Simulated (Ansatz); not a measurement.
Conformers and stereoisomers of C$_{3}$H$_{5}$F (`CC=CF`), each relaxed with PBE0-D4/def2-TZVP in Ansatz. CBS adds the triple-zeta coupled-cluster correction to the MP2 limit.

Not all of them had a frequency check.

Conformer A:

Z-matrix (Å, degrees):
```
C
C 1 1.489
H 1 1.094 2 110.9
H 1 1.094 2 110.9 3 118.6
H 1 1.090 2 111.5 3 -120.7
C 2 1.320 1 125.7 3 120.9
H 2 1.085 1 118.7 3 -59.1
F 6 1.342 2 122.5 1 -0.0
H 6 1.083 2 125.4 1 180.0
```

Conformer B:

Cartesian coordinates in Å:
```
C -0.797 0.823 0.179
C -0.099 -0.368 -0.380
C 1.080 -0.779 0.046
F 1.692 -1.853 -0.471
H -1.770 0.550 0.597
H -0.211 1.296 0.970
H -0.982 1.572 -0.597
H -0.579 -0.928 -1.177
H 1.665 -0.312 0.832
```

(1) Which is lowest in electronic energy at CCSD(T)/CBS (frozen core, def2 sets), and by how much? (An estimate is asked.)

(2) Give the energies relative to A (kJ/mol) with B3LYP-D4/def2-TZVPP, B2PLYP/def2-TZVPP, r2SCAN/def2-TZVPP, HF/def2-TZVPP, MP2/def2-TZVPP, HF/CBS(def2), CCSD/CBS(def2). (Best estimate.)

Answers

(1) Ansatz gave: A; B lies 2.8 kJ/mol higher.

(2) Ansatz gave: 
```csv
level,B
B3LYP-D4/def2-TZVPP,3.0
B2PLYP/def2-TZVPP,2.7
r2SCAN/def2-TZVPP,3.2
HF/def2-TZVPP,2.2
MP2/def2-TZVPP,2.9
HF/CBS(def2),2.1
CCSD/CBS(def2),2.8
```

B3LYP here is the variant with VWN-RPA as its local correlation; programs differ in this.
